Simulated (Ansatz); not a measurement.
**C₂H₃NS: one species, many methods**

One table from this session's results is given with a row withheld; the runs are named, their logs left out.

Program: Ansatz 0.2.0, Gaussian basis. Level of theory: functionals in def2-TZVPP, the program's frozen cores in correlated methods. These are calculated values, not measurements.

Levels to be run: LDA (SPW92), PBE-D4, revPBE-D4, BLYP-D4, r2SCAN-D4, B97M-V, PBE0-D4, B3LYP-D4, r2SCANh-D4, r2SCAN0-D4, HSE06-D4, BHLYP-D4, CAM-B3LYP-D4, LC-ωPBE, ωB97X-V, ωB97M-V, B2PLYP, PBE-QIDH; CCSD(T)/def2-SVP; CCSD(T)/def2-TZVPP; MP2/def2-QZVPP; extrapolation to the limit; RPA on PBE.

### The relaxed structure

An earlier PBE0-D4 in a triple-zeta def2 set relaxation fixed the geometry.

SMILES `NC1=CS1`, 7 atoms, charge 0, spin multiplicity 1.

Atoms are counted from 1 here; the program's logs count them from 0.

Bond lengths: N1–C2 1.342 Å, N1–H5 1.006 Å, N1–H6 1.007 Å, C2–C3 1.284 Å, C2–S4 1.791 Å, C3–S4 1.865 Å, C3–H7 1.071 Å. Angles: C2–N1–H5 116.4°, C2–N1–H6 117.1°, H5–N1–H6 115.4°, N1–C2–C3 152.3°, N1–C2–S4 134.9°, C3–C2–S4 72.6°, C2–C3–S4 66.4°, C2–C3–H7 155.4°, S4–C3–H7 138.0°, C2–S4–C3 41.1°.

Geometry (Å):

| atom | x (Å) | y (Å) | z (Å) |
| --- | --- | --- | --- |
| N1 | -0.4966 | 1.0598 | -0.3879 |
| C2 | 0.0235 | -0.1432 | -0.0978 |
| C3 | 0.8218 | -0.9100 | 0.5528 |
| S4 | -0.1140 | -1.7832 | -0.8040 |
| H5 | -1.3766 | 1.0607 | -0.8751 |
| H6 | -0.3838 | 1.7869 | 0.3002 |
| H7 | 1.5870 | -1.1391 | 1.2661 |

Set-up of the first run:

in.yaml reads:

```yaml
crystal:
  periodic: [false, false, false]
  atoms:
    - {symbol: N, position_ang: [-0.496633, 1.059752, -0.387889]}
    - {symbol: C, position_ang: [0.023520, -0.143192, -0.097804]}
    - {symbol: C, position_ang: [0.821821, -0.910041, 0.552770]}
    - {symbol: S, position_ang: [-0.114031, -1.783175, -0.803962]}
    - {symbol: H, position_ang: [-1.376606, 1.060679, -0.875141]}
    - {symbol: H, position_ang: [-0.383762, 1.786928, 0.300176]}
    - {symbol: H, position_ang: [1.586992, -1.139147, 1.266147]}
basis:
  gaussian: {orbitals: def2-TZVPP}
hamiltonian: {xc: lda}
output: {orbitals: {seedname: orbitals}}
```

On the command line:

```bash
$ ansatz run in.yaml --threads 2 --pin off --events-out ev --progress --plain --max-ram 4352MiB
```

Among the steps run: LDA; PBE-D4 (GGA); revPBE-D4 (GGA); BLYP-D4 (GGA); r2SCAN-D4 (meta-GGA); B97M-V (meta-GGA); PBE0-D4 (hybrid); B3LYP-D4 (hybrid); r2SCANh-D4 (hybrid); r2SCAN0-D4 (hybrid); HSE06-D4 (hybrid); BHLYP-D4 (hybrid); CAM-B3LYP-D4 (range-separated); LC-ωPBE (range-separated); ωB97X-V (range-separated); ωB97M-V (range-separated); B2PLYP (double hybrid); PBE-QIDH (double hybrid).

One table of the session follows, with a row left open; its other results are not shown here.

It belongs to the step «Orbital energies across the functionals». 

```
  functional  HOMO (eV)  gap (eV)
 LDA (SPW92)      -3.98      2.90
      PBE-D4      -3.84      2.93
   revPBE-D4      -3.79      2.94
     BLYP-D4      -3.71      2.89
   r2SCAN-D4      -3.99      3.34
      B97M-V      -4.04      3.39
     PBE0-D4      -4.99      5.05
    B3LYP-D4      -4.79      4.59
  r2SCANh-D4      -4.43      4.13
  r2SCAN0-D4      -5.09      5.32
    HSE06-D4      -4.59      4.27
    BHLYP-D4      -6.02      7.04
CAM-B3LYP-D4      -6.32      7.45
     LC-ωPBE      -7.68     10.04
     ωB97X-V          ?         ?
     ωB97M-V      -7.17      9.13
```

**Question.** Estimate the row for ωB97X-V.

The run gave: HOMO (eV): -7.31; gap (eV): 9.54. In the column «HOMO (eV)» it lies between LC-ωPBE (-7.68) and ωB97M-V (-7.17).
